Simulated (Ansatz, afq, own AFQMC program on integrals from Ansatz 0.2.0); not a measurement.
**GeH₄, singlet: AFQMC among the cluster methods**

```xyz
5

Ge    0.0013    0.0013    0.0013
H     0.7840    0.7866    0.7855
H    -0.8865   -0.8827    0.8870
H    -0.8825    0.8859   -0.8879
H     0.8887   -0.8863   -0.8811
```

Basis cc-pVDZ. Noble-gas cores (and the filled d shells of Ga–Kr and In–Xe) are frozen. Integrals, coupled cluster, full CI and functionals: Ansatz 0.2.0; the random walks run on the same integrals in our own AFQMC program. ph-AFQMC/CISD is guided by a CISD state made of CCSD amplitudes; releasing the constraint for a short imaginary time cuts its bias at the price of noise, slowly where states lie close. Free projection: walkers drawn from exp(T), propagated without any constraint. Its projection time is finite, and what remains of the start isn't in its error. ± is one standard error of the sampling. No spin–orbit coupling.

Determinant: RHF, the one that the program's search chose, which needn't be the lowest solution. The geometry is a point of a scan.

No full CI on the walks' own integrals is used here; CCSDT(Q) serves as the reference and is uncertain by about the last step of the cluster series.

Cautions: no relativity below Rb; no spin-orbit coupling; inner d shell frozen.

```
T1 diagnostic                               : 0.0092
weight of the determinant in the CISD state : 0.924
size of the correlated space                : 8 electrons in 33 orbitals
```

Reference: CCSDT(Q), correlation energy -3.937 eV. The released energy is read at 2.40 1/Eh (meV from the phaseless value at times in 1/Eh: 2 ± 3 at 0.24, 0 ± 3 at 0.51, -1 ± 3 at 0.99, 0 ± 3 at 1.62, 2 ± 5 at 2.40).

| level | E − E(reference) (kJ/mol) | share of correlation (%) |
| --- | --- | --- |
| HF | 379.8 | 0.00 |
| MP2 | 84.9 | 77.66 |
| CCSD | 7.5 | 98.03 |
| CCSD(T) | 1.5 | 99.60 |
| CCSDT | 0.1 | 99.96 |
| ph-AFQMC/CISD | 0.3 ± 0.3 | 99.91 |
| released AFQMC | 0.5 ± 0.5 | 99.87 |
| free AFQMC | 1.3 ± 0.8 | 99.65 |

Free projections are given only where their last times agree within the noise and don't stop above the reference; a slow remainder of the start can still hide under it. A walk keeps the symmetry of its determinant, which the program's search chose and which needn't be the lowest solution, so a lower state of the same spin and another symmetry isn't excluded. Released energies are given only where the last usable release times agree within the noise; a slower fall can still hide under it.
